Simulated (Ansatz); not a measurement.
Geometry optimisation, RHF/def2-TZVP in Ansatz.

Input:

```yaml
crystal:
  periodic: [false, false, false]
  atoms:
    - { symbol: Si, position_ang: [-1.20205, 0.04344, -0.08428] }
    - { symbol: Si, position_ang: [0.52855, -0.14898, 0.37934] }
    - { symbol: H, position_ang: [-2.18287, 0.26808, -0.65172] }
    - { symbol: H, position_ang: [1.41889, -1.05567, -0.19148] }
    - { symbol: H, position_ang: [1.43748, 0.89313, 0.54814] }
total_charge: -1
basis:
  gaussian: { orbitals: def2-TZVP }
hamiltonian:
  xc: hf
relax:
  f_tol: 0.02
  max_steps: 50
output:
  orbitals: {}
```

Run as:

```bash
$ ansatz run input.yaml --threads 1 --pin off --max-ram 2048MiB --backend cpu --events-out ev --progress --plain --runs-dir out
```

Problem. Where does it end, and by what steps?

Solution. The forces met the threshold. Limits of this set-up: an anion without diffuse functions, the dipole of an ion depends on the origin. After 14 steps the energy has fallen by 5.626 eV; Si1 moved furthest, 0.86 Å. The start is strongly strained (largest force component 11 eV/Å).

```csv
step,energy less start (eV),largest force component (eV/Å),accepted
0,0.0000,11.407,yes
1,-2.4887,5.318,yes
2,-3.3151,1.500,yes
3,-3.5027,0.686,yes
4,-3.8640,2.224,yes
5,-4.5562,1.921,yes
6,-5.0820,1.331,yes
7,-5.3509,1.185,yes
8,-5.5298,0.588,yes
9,-5.6078,0.152,yes
10,-5.5411,0.353,no
11,-5.6238,0.098,yes
12,-5.6252,0.065,yes
13,-5.6261,0.029,yes
14,-5.6261,0.007,yes
```

```xyz
5
Properties=species:S:1:pos:R:3
Si -1.439 0.868 -0.066
Si 0.579 0.053 0.164
H -1.993 -0.431 -0.652
H 1.113 -1.303 -0.166
H 1.740 0.813 0.720
```

Time of the run: 9.1 s on 1 thread of Intel(R) Xeon(R) Platinum 8488C (Sapphire Rapids) (shared host), peak memory 0.15 GiB.
